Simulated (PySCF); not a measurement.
EPR parameters of [C4H6]+

C4H6 (charge +1 and doublet state).
Geometry (GFN2-xTB, Å), atoms numbered from 1 in this order:
```xyz
10
C4H6 angstrom
C      1.6386    0.1833   -0.1926
C      0.3529    0.0398   -0.0444
C     -0.8484   -0.8387    0.0615
C     -1.0027    0.6319    0.1489
H      2.2581   -0.5113   -0.7578
H      2.2010    1.0114    0.2356
H     -1.1117   -1.3591   -0.8560
H     -0.9187   -1.4486    0.9539
H     -1.1545    1.1058    1.1154
H     -1.4058    1.1902   -0.6871
```

Identity: `[CH2+][C]1CC1` [radical] (charge +1).

Method: UKS B3LYP, pcH-1 on C H, non-relativistic, mean-field spin-orbit, GIAO in PySCF. The structure is a single GFN2-xTB conformer in the gas phase; no vibrational or solvent corrections. A GFN2-xTB geometry isn't a minimum of the functional, and hyperfine couplings can be far from their values at a DFT geometry, by a factor of two or more for some ions and for spin on atoms past the first row. The frame is twisted about the C1–C2 bond at this geometry (dihedral H6–C1–C2–C4 = 30°); couplings at other torsion angles weren't computed. Stability of the SCF solution: not tested.

```json
{
  "g1, g2, g3": "2.00240, 2.00263, 2.00371",
  "g_iso": "2.00292",
  "Form of g": "rhombic: the two nearest values differ by 18 % of g3 − g1",
  "⟨S²⟩": "0.7567 (exact 0.7500)",
  "α and β electrons": "15, 14",
  "HOMO–LUMO gap, α and β orbitals": "6.44, 3.90 eV"
}
```

Hyperfine couplings atom by atom, in G; T1 to T3 are the principal values of the dipolar part (MHz turned into gauss with g_iso; 10 G = 1 mT):

```csv
atom,isotope,a_iso,T1,T2,T3,Mulliken spin population
C1,13C,0.1,-13.5,-11.5,25.0,0.37
C2,13C,1.8,-20.2,-13.4,33.6,0.39
C3,13C,0.4,-4.4,-3.6,8.0,0.07
C4,13C,0.4,-4.4,-3.6,8.0,0.07
H5,1H,28.7,-5.9,-3.7,9.7,0.02
H6,1H,28.9,-5.9,-3.7,9.7,0.02
H7,1H,33.9,-3.0,-0.2,3.2,0.03
H8,1H,-4.8,-2.3,-1.4,3.6,-0.01
H9,1H,34.0,-3.0,-0.2,3.2,0.03
H10,1H,-4.8,-2.3,-1.4,3.7,-0.01
```

The Mulliken spin populations are largest on C2 (+0.39), C1 (+0.37), C4 (+0.07) and C3 (+0.07).

The SMILES `[CH2+][C]1CC1` draws the unpaired electron on C2, whose computed spin population is only +0.39.

Axes: g2 points within 1° of the C1–C2 bond.

Under fast tumbling the dipolar parts average out, and these isotropic splittings remain: 2 × 1H (H5/H6, I = 1/2, 3 lines) with 2.88 mT and 4 × 1H (H7/H8/H9/H10, I = 1/2, 5 lines) with 1.46 mT.

Nuclei that the bonding pattern makes equivalent are averaged, as if the motion that swaps them (rotation, inversion, ring flip) were fast. The 1H value of +40.8 MHz is a mean of couplings from -13.5 to 95.2 MHz in this one geometry, not an average over conformers.

The 13C coupling of C2 (5.1 MHz) shows only in satellite lines or after enrichment, since that isotope makes up about 1.07 % of natural carbon.
